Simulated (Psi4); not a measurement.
# BP86/cc-pVTZ (sweep point 5) run of SiH2 (SMILES [SiH2])

What is the vertical electron affinity of SiH2 at BP86/cc-pVTZ (sweep point 5)? 

Program for the calculation: Psi4 1.11.

4 further runs of the same task are left out: 4 set aside as unsound or not needed.

## (1) Starting point

The species is SiH2 (3 atoms), meant as a singlet with charge 0. SMILES: `[SiH2]`. The shape is that of a PBE0-D4/def2-TZVP optimisation.

Bond lengths: Si1–H2 1.525 Å, Si1–H3 1.525 Å. Angles: H2–Si1–H3 91.2°.

## (2) The energy at BP86/cc-pVTZ (sweep point 5)

job.inp

```
memory 1600 MB

molecule {
  0 1
  Si    -0.491200     0.468600    -0.213600
  H      0.840300     0.578600     0.522500
  H     -0.349100    -1.047200    -0.308900
  symmetry c1
}

set globals {
  basis                cc-pVTZ
  reference            rks
  puream               true
  scf_type             pk
  dft_radial_points    75
  dft_spherical_points 302
}

result = energy("bp86")
print_variables()
```

Run with:

```
psi4 job.inp job.out -n 1
```

job.out:

```text
[...]
  Running in c1 symmetry.
[...]
  Nuclear repulsion =    9.956246036569164
[...]
  Multiplicity = 1
[...]
  Nalpha       = 8
  Nbeta        = 8
[...]
    Number of basis functions: 62
[...]
   @RKS iter   1:  -290.59872657779323   -2.79352e-01   4.79810e-03 DIIS/ADIIS
[...]
   @RKS iter   7:  -290.64619593027857   -4.63029e-09   1.67241e-07 DIIS
[...]
    Orbital Energies [Eh]
    ---------------------
    Doubly Occupied:
       1A    -65.502183     2A     -5.085179     3A     -3.504529
       4A     -3.493497     5A     -3.490497     6A     -0.464461
       7A     -0.294814     8A     -0.218750
[...]
  @RKS Final Energy:  -290.64619593027857
   => Energetics <=
    Nuclear Repulsion Energy =              9.9562460365691638
    One-Electron Energy =                -421.7502267673525580
    Two-Electron Energy =                 142.7276723674825121
    DFT Exchange-Correlation Energy =     -21.5798875669776571
    Empirical Dispersion Energy =           0.0000000000000000
    VV10 Nonlocal Energy =                  0.0000000000000000
    Total Energy =                       -290.6461959302785658
[...]
 Multipole Moments:
 ------------------------------------------------------------------------------------
     Multipole            Electronic (a.u.)      Nuclear  (a.u.)        Total (a.u.)
 ------------------------------------------------------------------------------------
 L = 1.  Multiply by 2.5417464519 to convert [e a0] to [Debye]
 Dipole X            :         -1.3533778            1.3986185            0.0452407
 Dipole Y            :          1.1945198           -1.2344223           -0.0399025
 Dipole Z            :         -0.0000000            0.0000000           -0.0000000
 Magnitude           :                                                    0.0603235
[...]
```

Run time: 11 s. Hardware: 1 thread of Intel Xeon at 2.50GHz (Skylake/Cascade Lake), shared host; peak memory 0.54 GiB.

## (3) The doublet anion

job.inp

```
memory 1600 MB

molecule molecule1 {
  -1 2
  Si    -0.491200     0.468600    -0.213600
  H      0.840300     0.578600     0.522500
  H     -0.349100    -1.047200    -0.308900
  units angstrom
  symmetry c1
}

set {
  basis                cc-pVTZ
  reference            uks
  puream               true
  scf_type             pk
  dft_radial_points    75
  dft_spherical_points 302
  maxiter              150
}

energy('bp86')
```

Run with:

```
psi4 job.inp job.out -n 1
```

job.out:

```text
[...]
  Running in c1 symmetry.
[...]
  Nuclear repulsion =    9.956246036569164
[...]
  Multiplicity = 2
[...]
  Nalpha       = 9
  Nbeta        = 8
[...]
    Number of basis functions: 62
[...]
   @UKS iter   1:  -290.53524798227710   -2.15873e-01   7.29641e-03 ADIIS/DIIS
[...]
   @UKS iter   7:  -290.68619407615489   -9.36072e-08   5.95942e-07 DIIS
[...]
   @S^2 Observed:                7.553324750E-01
[...]
    Orbital Energies [Eh]
    ---------------------
    Alpha Occupied:
       1A    -65.208529     2A     -4.795248     3A     -3.209753
       4A     -3.205910     5A     -3.203274     6A     -0.212190
       7A     -0.053100     8A      0.024233     9A      0.074983
    Alpha Virtual:
      10A      0.216732    11A      0.239183    12A      0.338645
      13A      0.370217    14A      0.393324    15A      0.397544
      16A      0.398619    17A      0.420583    18A      0.428470
      19A      0.484187    20A      0.528829    21A      0.621237
      22A      0.690459    23A      0.916278    24A      0.955598
      25A      0.971020    26A      1.008262    27A      1.106757
[...]
  @UKS Final Energy:  -290.68619407615489
   => Energetics <=
    Nuclear Repulsion Energy =              9.9562460365691638
    One-Electron Energy =                -426.1758190835288360
    Two-Electron Energy =                 147.3325247902482431
    DFT Exchange-Correlation Energy =     -21.7991458194435062
    Empirical Dispersion Energy =           0.0000000000000000
    VV10 Nonlocal Energy =                  0.0000000000000000
    Total Energy =                       -290.6861940761548908
[...]
 Multipole Moments:
 ------------------------------------------------------------------------------------
     Multipole            Electronic (a.u.)      Nuclear  (a.u.)        Total (a.u.)
 ------------------------------------------------------------------------------------
 L = 1.  Multiply by 2.5417464519 to convert [e a0] to [Debye]
 Dipole X            :         -1.4249109            1.3986185           -0.0262924
 Dipole Y            :          1.2576711           -1.2344223            0.0232488
 Dipole Z            :         -0.0000000            0.0000000           -0.0000000
 Magnitude           :                                                    0.0350970
[...]
```

It took 11 s on 1 thread of Intel Xeon at 2.50GHz (Skylake/Cascade Lake), shared host; peak memory 0.53 GiB.

## (4) Results

At BP86/cc-pVTZ (sweep point 5):

| quantity | value |
| --- | --- |
| singlet SiH2: total energy | -290.64620 Eh |
| singlet SiH2: dipole moment | 0.15 D |
| singlet SiH2: HOMO energy | -5.95 eV |
| singlet SiH2: LUMO energy | -4.12 eV |
| singlet SiH2: HOMO–LUMO gap | 1.84 eV |
| doublet anion: total energy | -290.68619 Eh |
| doublet anion: HOMO energy (highest over α and β) | 2.04 eV |
| doublet anion: LUMO energy (lowest over α and β) | 3.42 eV |
| doublet anion: ⟨S²⟩ | 0.755 |
| vertical electron affinity (to the doublet anion) | 1.088 eV |

At fixed nuclei the extra electron is bound by 1.09 eV (25 kcal/mol). The basis has no diffuse functions, so the error can be as large as this value. The HOMO (doublet anion) lies at positive energy, 2.04 eV, as semi-local functionals often give for anions; only total energies tell whether the electron is bound.
